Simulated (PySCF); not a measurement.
# Sulfur: a sound run and one with changed settings

Sound run: S [Ne] 3s2 3p4, S⁺ [Ne] 3s2 3p3. All numbers are calculated (PySCF 2.14, no relativity, point nucleus, in pcseg-2 (5s4p2d1f, 34 functions)). In the sound run the correlated levels freeze [Ne]. The sound run starts from symmetry-adapted Hartree-Fock orbitals and uses a fine grid where one is needed.

Changed run: initial guess 1e, at most 50 SCF cycles.

| species | method | sound run (hartree) | changed run (hartree) | converged |
| --- | --- | --- | --- | --- |
| S | UHF | -397.50176 | -397.50176 | yes |
| S | M06-2X | -398.10198 | -398.10198 | yes |
| S | CCSD(T) | -397.63551 | -397.63551 | yes |
| S⁺ | M06-L | -397.73191 | -397.73191 | yes |
| S⁺ | MP2 | -397.24793 | -397.24793 | yes |

Here the plain start reaches the same solutions.
